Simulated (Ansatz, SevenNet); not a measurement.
For rock-salt HfN, the machine-learned potential SevenNet-l3i5 (trained on PBE and PBE+U data) gives:

* **lattice constant a**: 4.537 Å
* **elastic constant C11**: 487 GPa
* **elastic constant C44**: 91.3 GPa
* **polycrystal shear modulus**: 118 GPa

Q: What does HSE06 in Ansatz (plane waves, PAW) give for the same quantities?

A: 
- lattice constant a: 4.521 Å (shrinks by 0.4 %)
- elastic constant C11: 623 GPa (grows by 28 %)
- elastic constant C44: 136 GPa (increases by 49 %)
- Voigt–Reuss–Hill shear modulus: 175 GPa (rises by 48 %)

For comparison: lattice constant a 4.524 Å (measured, room temperature, not corrected to a static lattice; as tabulated in Seo, Lee, Wen, Petrov, Greene, Gall, J. Appl. Phys. 96, 878 (2004)); elastic constant C11 679 GPa (measured, temperature not stated, no zero-point or thermal correction; as tabulated in Wu et al. (2005), arXiv:cond-mat/0412374); elastic constant C44 150 GPa (measured, temperature not stated, not corrected to a static lattice; as tabulated in Wu et al. (2005), arXiv:cond-mat/0412374).

Changes are worked out from the printed values.

Unless a cell is named, each level is at its own relaxed cell (SevenNet-l3i5 11.67, HSE06 11.55 Å³/atom).

Levels without +SOC leave out spin–orbit coupling, which shifts energies and cells of such heavy elements.

Caveats: hybrids on metals are sensitive to the k mesh (HSE06). Ansatz's density-functional and Hartree–Fock values are scalar-relativistic unless marked +SOC, with PAW data made under PBE.

Ansatz is a quantum-chemistry and plane-wave program.
